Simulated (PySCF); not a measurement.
# SMILES c1occn1, C₃H₃NO

Geometry:
```csv
atom,x (Å),y (Å),z (Å)
C1,-0.843,-0.528,0.246
C2,-0.682,0.742,-0.198
O3,0.646,0.947,-0.383
C4,1.224,-0.217,-0.039
N5,0.398,-1.127,0.341
H6,-1.762,-1.051,0.503
H7,-1.350,1.568,-0.420
H8,2.309,-0.272,-0.115
```

Method used: UKS CAM-B3LYP/def2-SVP four-point reorganisation energy, gas phase (PySCF 2.14.0). Geometry: CAM-B3LYP/def2-SVP.

(1) What is the inner reorganisation energy for hole transfer, with the ionisation energy?

## Answers

(1) λ = 0.271 (surface of the oxidised species) + 0.263 (surface of the starting species) = 0.534 eV. The ionisation energy is 9.78 eV vertical and 9.51 eV adiabatic without zero-point energy; at the relaxed geometry of the oxidised species the two energies differ by 9.25 eV. Largest bond changes: C1–C2 1.355 → 1.444 Å, N5–C1 1.382 → 1.326 Å, C2–O3 1.356 → 1.310 Å, C4–N5 1.287 → 1.313 Å, O3–C4 1.344 → 1.365 Å. ⟨S²⟩ of the relaxed oxidised species 0.764.
